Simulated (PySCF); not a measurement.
## Li₃, quartet: structure and spectrum

Level of theory: UPBE/[Li def2-TZVP], no relativity, density fitting, PySCF.

The structure is a minimum.

```
Point group                                                                   : D3h
Bond lengths                                                                  : Li–Li 3.267 Å (×3)
Bond angles                                                                   : Li–Li–Li 60.0° (×3)
Heat capacity Cp at 298.15 K                                                  : 56.8 J/(mol K)
Dipole moment                                                                 : 0.00 D
Principal quadrupole moments (Buckingham, traceless) about the centre of mass : -0.56, -0.56, 1.12 D Å
Enthalpy at 298.15 K above 0 K                                                : 14.67 kJ/mol
Rotational constants                                                          : 0.4502, 0.4502, 0.2251 cm⁻¹
Rotational symmetry number                                                    : 6
Atomisation energy without zero-point energy                                  : 36 kJ/mol
Entropy at 298.15 K and 1 bar (electronic part: spin only)                    : 270.2 J/(mol K)
Highest occupied level (α)                                                    : -2.91 eV
Zero-point energy                                                             : 3.1 kJ/mol
Principal polarisabilities                                                    : 178.4, 423.9, 423.9 bohr³
Lowest empty level (β)                                                        : -2.25 eV
Spin squared ⟨S²⟩                                                             : 3.750
```

Harmonic modes (masses in u: Li 7.016):
```
symmetry  ω (cm⁻¹)  IR (km/mol, summed over degenerate members)
      e'       167                                         21.4
     a1'       187                                          0.0
```

In D3h the vibrations span e' + a1'. The a1' mode carries no infrared intensity, as symmetry demands.

Charges (e):
```
 atom  Mulliken  Löwdin  polar tensor  spin (Mulliken)  Mayer order to Li1
  Li1      0.00    0.00          0.00             1.00                   –
Li2,3      0.00    0.00          0.00             1.00                0.44
```
Other Mayer orders above 0.3: Li–Li 0.44.

Mulliken populations on Li1: s 2.70, p 0.30.

Outer orbital energies (eV). α occupied: -4.82, -2.91, -2.91; empty: -2.10, -1.80, -1.44, -1.44. β occupied: ; empty: -2.25, -0.07, -0.07, 0.76.

This need not be the most stable arrangement of these atoms. At this level a doublet minimum of C2v symmetry lies 106 kJ/mol below this structure.

The final relaxation and frequency run took 2.9 s on 2 threads of a shared Arm Neoverse V2 host, with 42 basis functions and 6 gradients; the process peaked at 0.48 GiB. Launch command: `OMP_NUM_THREADS=2 python axn.py task.json out`.
